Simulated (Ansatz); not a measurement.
# H5MgNSi: where a starting geometry ends

The starting geometry of this gas-phase singlet was optimised with GFN2-xTB; its bonds are those of `N[SiH2][MgH]`.

```csv
atom,x (Å),y (Å),z (Å)
Mg,-1.4373,0.8077,1.0313
N,-0.0076,-1.0275,-0.5575
Si,-0.1846,0.6493,-1.0786
H,0.6756,-1.5895,-1.0488
H,-0.6935,0.6717,-2.4903
H,-0.8701,-1.5600,-0.5264
H,1.2439,1.0137,-1.2770
H,-2.2337,0.1394,2.3941
```

Q: Where would you expect an optimisation with PBE0-D3(BJ)/def2-SVP to take it?

A: A new bond forms, giving a structure given below by its coordinates. Contacts that close: Mg1–N2 (2.82 → 2.16 Å).

The energy falls by 0.37 eV over 17 steps:

```json
{"step": "1", "E − E(last) (eV)": "0.371"}
{"step": "3", "E − E(last) (eV)": "0.198"}
{"step": "5", "E − E(last) (eV)": "0.147"}
{"step": "6", "E − E(last) (eV)": "0.081"}
{"step": "8", "E − E(last) (eV)": "0.013"}
{"step": "10", "E − E(last) (eV)": "0.004"}
{"step": "12", "E − E(last) (eV)": "0.001"}
{"step": "13", "E − E(last) (eV)": "0.000"}
{"step": "15", "E − E(last) (eV)": "0.000"}
{"step": "17", "E − E(last) (eV)": "0.000"}
```

Final geometry (Å):

```xyz
8

Mg   -1.2942    0.3359    0.9990
N    -0.3062   -0.9177   -0.4626
Si   -0.1636    0.8331   -1.2097
H     0.5907   -1.3660   -0.2684
H    -0.7384    0.6698   -2.5933
H    -0.8251   -1.5805   -1.0411
H     1.3130    0.9806   -1.4734
H    -2.0835    0.1497    2.4965
```

No frequencies were run, so the end isn't proven a minimum. Run with Ansatz 0.2.0, 99 s on 1 thread of AMD EPYC (Zen 3), with other jobs on the host.
